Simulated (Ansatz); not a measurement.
# Zinc-blende InAs: width of the whole s-p valence band by level of theory

No measured value is used here.

```json
[
 {"level (code)": "LDA (Ansatz)", "value (eV)": "11.90", "cell (Å³/atom)": "27.79"},
 {"level (code)": "BLYP (Ansatz)", "value (eV)": "11.87", "cell (Å³/atom)": "27.79"},
 {"level (code)": "PBE (Ansatz)", "value (eV)": "11.83", "cell (Å³/atom)": "27.79"},
 {"level (code)": "PBE-D3(BJ) (Ansatz)", "value (eV)": "11.66", "cell (Å³/atom)": "28.53"},
 {"level (code)": "rVV10 (Ansatz)", "value (eV)": "[?]", "cell (Å³/atom)": "30.02"},
 {"level (code)": "r²SCAN (Ansatz)", "value (eV)": "[?]", "cell (Å³/atom)": "27.79"},
 {"level (code)": "r²SCAN+rVV10 (Ansatz)", "value (eV)": "[?]", "cell (Å³/atom)": "28.13"},
 {"level (code)": "HSE06 (Ansatz)", "value (eV)": "[?]", "cell (Å³/atom)": "27.79"},
 {"level (code)": "HSE06-D3(BJ) (Ansatz)", "value (eV)": "13.11", "cell (Å³/atom)": "27.32"},
 {"level (code)": "PBE0 (Ansatz)", "value (eV)": "13.12", "cell (Å³/atom)": "27.79"},
 {"level (code)": "r²SCANh (Ansatz)", "value (eV)": "12.62", "cell (Å³/atom)": "28.24"},
 {"level (code)": "Hartree–Fock (Ansatz)", "value (eV)": "16.53", "cell (Å³/atom)": "27.79"}
]
```

### Question
Complete the blanks.

### Answer

- rVV10 (Ansatz, a program for electronic structure), value (eV): 11.45
- r²SCAN (Ansatz), value (eV): 12.26
- r²SCAN+rVV10 (Ansatz), value (eV): 12.19
- HSE06 (Ansatz), value (eV): 12.99

Widths are read from band energies on the run's k points.  Values are at the measured cell; PBE-D3(BJ) at the level's own relaxed cell; rVV10 at the level's own equilibrium cell; r²SCAN+rVV10 at the level's own equilibrium cell; HSE06-D3(BJ) at the level's own relaxed cell; r²SCANh at the level's own relaxed cell. Cutoffs and k meshes differ between the levels. Ansatz's density-functional and Hartree–Fock values are scalar-relativistic unless marked +SOC, with PAW data made under PBE.
